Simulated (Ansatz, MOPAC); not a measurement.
Gas-phase reaction in SMILES: CCN [ethanamine] -> [CH2]CN + H atom (the C-H bond breaks)

Wanted: bond dissociation energy (enthalpy at 298 K), in kcal/mol. Terms: no dispersion term unless named; LANL2DZ all-electron up to Ne; valence correlation only; open shells spin-unrestricted; non-relativistic; PM7 with its own dispersion and hydrogen-bond terms; 6-31G* and kin with 6d, 5d where marked; no spin-orbit coupling. CBS(X,Y): correlation extrapolated as X^-3; Hartree-Fock from the larger set. [CCSD(T)-MP2]/basis is that difference in the basis named. Ab initio and DFT rows: single points at B3LYP-D3(BJ) geometries (Ansatz, a quantum-chemistry and plane-wave program), with unscaled harmonic terms from B3LYP/6-31G* at its own minima. Semi-empirical rows: MOPAC heats of formation at their own minima for 298 K.

Coupled cluster (Ansatz) is a level with limits of its own, used here on species with T1 under 0.025 (0.045 for open shells) and stable references: RI-MP2/CBS(cc-pVTZ,cc-pVQZ)+[CCSD(T)-MP2]/cc-pVTZ.

Value to compare with, RI-MP2/CBS(cc-pVTZ,cc-pVQZ)+[CCSD(T)-MP2]/cc-pVTZ (Ansatz): 102.3 kcal/mol.

| level | program | bond dissociation energy (enthalpy at 298 K) (kcal/mol) | difference |
|---|---|---|---|
| AM1 | MOPAC | 87.1 | -15.2 |
| PM7 | MOPAC | 88.7 | -13.6 |
| PBE/3-21G | Ansatz | 100.5 | -1.8 |
| PBE/def2-SVP | Ansatz | 97.3 | -5.0 |
| B3LYP/STO-3G | Ansatz | 128.5 | 26.2 |
| B3LYP/6-31G | Ansatz | 100.0 | -2.3 |
| B3LYP/6-31G* | Ansatz | 100.4 | -1.9 |
| B3LYP/6-31+G* | Ansatz | 99.2 | -3.1 |
| MP2/LANL2DZ | Ansatz | 89.6 | -12.7 |
| PBE/def2-TZVPD | Ansatz | 96.7 | -5.6 |
| PBE0/def2-TZVPD | Ansatz | 97.4 | -4.9 |
| wB97X-V/def2-TZVPD | Ansatz | 101.1 | -1.2 |

Among the 9 habitual levels, B3LYP/STO-3G lies farthest from RI-MP2/CBS(cc-pVTZ,cc-pVQZ)+[CCSD(T)-MP2]/cc-pVTZ (Ansatz) (26.2 kcal/mol); 1 of 9 lie above it, and their mean absolute difference is 9.1 kcal/mol, the median 5.0. One case shows no general order.

The levels are drawn from those run, B3LYP/6-31G* more often than the rest, none by its result; runs whose electronic state is in doubt are left out.
